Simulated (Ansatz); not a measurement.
A run for Ansatz (a first-principles code): R-B3LYP/def2-TZVPPD on C4H4 (a complex). Files ending in .json are basis or fitting sets from the Basis Set Exchange.

Ansatz 0.2 input:
```yaml
crystal:
  periodic: [false, false, false]
  atoms:
    - {symbol: C, position_ang: [-0.59870189, -0.07938388, -2.33488705]}
    - {symbol: H, position_ang: [-1.66070689, -0.07934088, -2.34080805]}
    - {symbol: C, position_ang: [0.61313711, -0.07947788, -2.33165805]}
    - {symbol: H, position_ang: [1.67516311, -0.07960688, -2.33185405]}
    - {symbol: C, position_ang: [-0.00525489, 0.06030312, 1.72786895]}
    - {symbol: H, position_ang: [-0.00186089, 0.02656812, 0.66457195]}
    - {symbol: C, position_ang: [-0.00919189, 0.09859312, 2.93933495]}
    - {symbol: H, position_ang: [-0.01245789, 0.13196912, 4.00024595]}
basis:
  gaussian:
    orbitals: def2-TZVPPD.json
hamiltonian:
  xc: {name: B3LYP}
scf: {lower_state_search: off}
```

Output:

```
WARN ansatz: RAYON_NUM_THREADS=2 ignored (pool sized by the plan → 2); use --threads N
Functional definition: B3LYP
these checks for a lower state are left out or cut short: stability, starts, cluster_reference, orbital_swaps, neighbouring_geometries, increment
integrals: 0.08 GiB planned
932 factors; their error is unknown
mean field: 0.88 GiB planned
mean field evaluation 1: about -4201.5059 eV, gradient 6.1e1 eV
mean field evaluation 2: about -4199.6054 eV, gradient 6.5e1 eV
mean field evaluation 4: about -4210.4713 eV, gradient 1.4e0 eV
mean field evaluation 8: about -4210.4697 eV, gradient 6.4e-2 eV
mean field evaluation 16: about -4210.4697 eV, gradient 9.7e-7 eV
mean field -4210.46970497 eV, -154.7319076987 hartree, gradient 6.8e-6 eV, S^2 0.000000; 0 other end points of the search recorded, 0 dependent functions left out
reference -4210.46998642 eV, -154.7319180418 hartree; 14, 14 occupied and 202, 202 virtual orbitals, 932 factors
Total energy: -4210.46998642 eV, -154.7319180418 hartree
Checks for a lower state left out: stability, starts, cluster_reference, orbital_swaps, neighbouring_geometries, increment
```

The run converged.

Cost: roughly 4 core-seconds.
